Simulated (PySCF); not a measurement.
**Why did this PySCF run fail?**

```python
from pyscf import gto, scf

mol = gto.M(
    atom='H 0 0 0; S 0 0 1.24',
    basis='def2-tzvpp',
    charge=0,
    spin=1,
    verbose=4,
)
mf = scf.UHF(mol)
mf.max_cycle = 3
mf.kernel()
mf.analyze()
print('orbital energies (hartree):', [e[max(0, n-3):n+3].round(4) for e, n in zip(mf.mo_energy, mol.nelec)])
```

```bash
$ OMP_NUM_THREADS=1 python input.py
```

The log, shortened:

```
[earlier lines left out]
MO #11  energy= 0.28934514289989   | 0.307162676090787  occ= 0 | 0
MO #12  energy= 0.386187336085094  | 0.421325063971022  occ= 0 | 0
[44 lines left out]

To work with the spin densities directly, `use mulliken_meta_spin()` only printing them here.

 ** Mulliken spin pop alpha/beta on meta-lowdin orthogonal AOs **
 ** Mulliken Spin Density (per AO)  **
 ** Mulliken Spin Density (per atom)  **
spin density of  0 H =     -0.01971
spin density of  1 S =      1.01971
 ** Mulliken pop alpha/beta on meta-lowdin orthogonal AOs **
 ** Mulliken pop       alpha | beta **
pop of  0 H 1s        0.43336 | 0.45329
pop of  0 H 2s        0.00782 | 0.00816
pop of  0 H 3s        0.00091 | 0.00081
pop of  0 H 2px       0.00068 | 0.00007
pop of  0 H 2py       0.00097 | 0.00107
pop of  0 H 2pz       0.00311 | 0.00312
pop of  0 H 3px       0.00001 | 0.00000
pop of  0 H 3py       0.00001 | 0.00000
pop of  0 H 3pz       0.00039 | 0.00044
pop of  0 H 3dxy      0.00000 | 0.00000
pop of  0 H 3dyz      0.00002 | 0.00001
pop of  0 H 3dz^2     0.00041 | 0.00043
[44 lines left out]
In total             9.00000 | 8.00000
 ** Mulliken atomic charges   ( Nelec_alpha | Nelec_beta ) **
charge of  0H =      0.08488  (     0.44770      0.46742 )
charge of  1S =     -0.08488  (     8.55230      7.53258 )
Dipole moment(X, Y, Z, Debye):  0.00000, -0.00000, -0.93815
orbital energies (hartree): [array([-0.5695, -0.4626, -0.4027,  0.1479,  0.2893,  0.3862]), array([-0.9179, -0.5418, -0.3802,  0.0025,  0.1568,  0.3072])]
```

Task: Which setting is at fault, why, and what does a mended input give?

Result: The cycle limit (3): the limit is below the number of cycles that the SCF needs. With this edit
```diff
- mf.max_cycle = 3
```
the run finishes: E(SCF) = -398.093750 Eh, 11 cycles, ⟨S²⟩ = 0.764, μz(SCF) = -0.92 D.

The bond length is a typed value, not an optimised one. No search for the lowest solution was made.
